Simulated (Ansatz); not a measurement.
A made-up structure of C$_{2}$H$_{3}$S (charge +1), singlet:

```
atom    x (Å)    y (Å)    z (Å)
  C1  -0.2723   0.4031  -0.2223
  C2   0.4478  -0.6629   0.3656
  S3   1.2039  -1.7824   0.9832
  H4   0.1006   0.5826  -1.2396
  H5   1.8828  -2.9465   1.1663
  H6  -0.1407   1.3125   0.3791
```

It is relaxed with PBE-D4/def2-SVP and then PBE0-D4/def2-TZVP (Ansatz 0.2.0). Atoms count as bonded within 1.22 times the sum of their covalent radii (H–H: 0.88 Å). The end point is not checked to be a true minimum.

Q: Does its bonding change? (A judgement: the text doesn't fix the answer.)

A: The calculation gives: No: no bond forms or breaks.

Where it ends: The first stage lowers the energy by 3.90 eV in 10 steps. It ends as C₂H₃S ([CH2][C][SH]), total charge +1:
```xyz
6
angstrom
C 0.0518 0.3251 -0.1580
C 0.8119 -0.5815 0.3334
S 1.8756 -1.5951 0.9398
H -0.0519 0.4397 -1.2384
H 1.0510 -2.6716 1.0605
H -0.5163 0.9901 0.4949
```

Labels in which every atom is bracketed show which atoms are joined, not bond orders.

For scale, one of the runs: PBE0-D4/def2-TZVP relaxation, 117 basis functions, launched by `ansatz run in.yaml --threads 2 --pin off --events-out ev --progress --plain --max-ram 4352MiB`. The run took about 30 s on 2 CPU threads of an Intel Xeon Platinum 8259CL (shared host).
